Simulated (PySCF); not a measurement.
Ligands exchanged one at a time, Si Cl-C2H5. Gas-phase values, no solvent. One relaxed conformer stands for each flexible species; it need not be the lowest. Strings in code marks are SMILES.

All values below come from PBE-D3(BJ)/def2-TZVP // B3LYP-D3(BJ)/def2-SVP (PySCF). Excitations are Tamm–Dancoff values on a coarser integration grid. The basis has no diffuse functions, so Rydberg states are missing or too high.

```json
[
 {"species": "0 of 4 Cl replaced by C2H5 (`Cl[Si](Cl)(Cl)Cl`)", "T1 excitation (TDA) (eV)": "–", "LUMO (eV)": "-1.95", "HOMO (eV)": "-8.12", "S1 excitation (TDA) (eV)": "6.32", "S1 oscillator strength": "0.000"},
 {"species": "1 of 4 Cl replaced by C2H5", "T1 excitation (TDA) (eV)": "6.45", "LUMO (eV)": "-1.06", "HOMO (eV)": "-7.66", "S1 excitation (TDA) (eV)": "6.81", "S1 oscillator strength": "0.047"},
 {"species": "3 of 4 Cl replaced by C2H5 (`CC[Si](Cl)(CC)CC`)", "T1 excitation (TDA) (eV)": "6.51", "LUMO (eV)": "0.00", "HOMO (eV)": "-6.60", "S1 excitation (TDA) (eV)": "6.65", "S1 oscillator strength": "0.009"},
 {"species": "4 of 4 Cl replaced by C2H5 (`C(C)[Si](CC)(CC)CC`)", "T1 excitation (TDA) (eV)": "6.46", "LUMO (eV)": "–", "HOMO (eV)": "-6.39", "S1 excitation (TDA) (eV)": "6.55", "S1 oscillator strength": "0.004"}
]
```
